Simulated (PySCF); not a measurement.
**Dipole moment and polarisability of `N#CC=C(F)F`**

Species: C3HF2N.
Numbering: `[N:1]#[C:2][CH:3]=[C:4]([F:5])[F:6]` (hydrogens: H7 on C3)

Geometry (PBE0-D3(BJ)/def2-SVP, Å), atoms numbered from 1 in this order:
```xyz
7
C3HF2N angstrom
N      2.1899   -1.1477   -0.6616
C      1.3326   -0.4434   -0.3242
C      0.2956    0.4293    0.0919
C     -0.9832    0.0403    0.1412
F     -1.4124   -1.1406   -0.1781
F     -1.9544    0.8153    0.5188
H      0.5343    1.4534    0.3832
```

Level: B3LYP/def2-SVPD (PySCF), static field, nuclei fixed, core orbitals frozen in the response. The polarisability tensor in these axes (au):

```
x   60.65 -7.15 -6.67
y   -7.15 39.48  4.62
z   -6.67  4.62 30.29
```

Diagonalise the tensor; give its mean and Δα, where Δα² is half the sum of the squared differences of the eigenvalues.

Principal values 27.92, 37.90 and 64.59 au; mean 43.47 au = 6.44 Å³ = 7.17 × 10⁻⁴⁰ C²·m²/J; Δα = 32.84 au (76 % of the mean).

What is the dipole moment, and where does it point?

(-2.24, 2.41, 1.06) D, 3.46 D in size, pointing from the negative to the positive side. Measured along this direction, the outermost atoms are N1 at the negative end and F6 at the positive end.

Form Σ f/ω² (atomic units) for the 10 lowest TDDFT singlets, given as eV and f, and set it beside the mean polarisability, which is this sum over all singlets: 6.35, 0.3167; 6.44, 0.0006; 6.58, 0.0002; 7.15, 0.0060; 7.52, 0.0085; 8.10, 0.1678; 8.21, 0.0000; 8.78, 0.0700; 8.79, 0.0100; 8.92, 0.0084.

They add up to 8.78 au, 20.2 % of the 43.47 au; the largest single term is 5.82 au, from the state at 6.35 eV. Terms in order: 5.82, 0.01, 0.00, 0.09, 0.11, 1.89, 0.00, 0.67, 0.10, 0.08 au. Higher excitations give the rest. The strengths listed sum to 0.588.

Along which axes do the principal values lie, and how far do the nuclei extend along each?

Largest value along (0.93, -0.30, -0.22), where the nuclei span 4.70 Å; middle along (0.35, 0.90, 0.24), 3.17 Å; least along (0.13, -0.30, 0.95), 0.00 Å. The response follows the extents in order.

Orientational against electronic polarisability at 273 K (dilute gas, rigid molecules)?

In Gaussian units μ²/3kT = 105.80 Å³ against 6.44 Å³, a ratio of 16.42; the Debye molar polarisation (4π/3)N_A(α + μ²/3kT) is 283.1 cm³/mol, leaving out the vibrational part.

Find the Langevin capture rate constant for NO+ (29.998 u) meeting this molecule (89.008 u), k = 2.342 × 10⁻⁹ cm³/s × √(α in Å³ / reduced mass in u).

The reduced mass is 22.44 u, so k = 1.25 × 10⁻⁹ cm³/s. The formula leaves out the permanent dipole, which adds to the capture rate.

Isolated species at its PBE0-D3(BJ)/def2-SVP geometry, gas phase.
